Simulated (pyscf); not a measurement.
This saddle point was located with ωB97X-D3(BJ)/def2-SVP in PySCF.

```xyz
11

Sn    -0.8244    -1.9301     0.4986
Ge     0.3498     0.3480     0.5169
H     -0.6161    -2.7482    -0.9913
H     -2.4920    -1.6723     0.7541
H     -0.1955    -2.8856     1.7641
H     -0.0965     0.3939     2.4462
H      1.8234     0.3883     0.9516
H      0.3348     0.9764    -0.9124
O     -0.7666     1.9224     1.1249
H     -0.5401     1.3605     2.0889
H     -0.3461     2.7935     1.0469
```
Charge 0, spin multiplicity 1.

Surface: singlet, charge 0. Lowest wavenumbers (cm⁻¹): 1306i, 70, 91, 199, 245.

**Question.** Name the species on either side of this saddle.

**Answer.** H₃Ge–SnH₃ (SMILES [GeH3][SnH3]) + H₂O (SMILES O) ⇌ HO–GeH₂–SnH₃ (SMILES [OH][GeH2][SnH3]) + H₂ (SMILES [H][H]), a four-centre exchange read from left to right: Ge–H, H–O broken and Ge–O, H–H formed. At ωB97M-D3(BJ)/def2-TZVP it lies +45.3 kcal/mol from the left side and +43.7 kcal/mol from the right (each side as separated species at their lowest minima found). On the reactant side the descent ends in a complex (not fully relaxed), 4.2 kcal/mol under the separated species and 49.3 kcal/mol under the saddle at ωB97X-D3(BJ)/def2-TZVP. At the saddle there is also a short Ge–H contact that neither side keeps. This is the saddle that the search found; another between the same sides may lie lower. Elements up to Kr have no core potential and no relativistic terms here. Elements past Kr carry the def2 core potentials, without spin-orbit coupling.
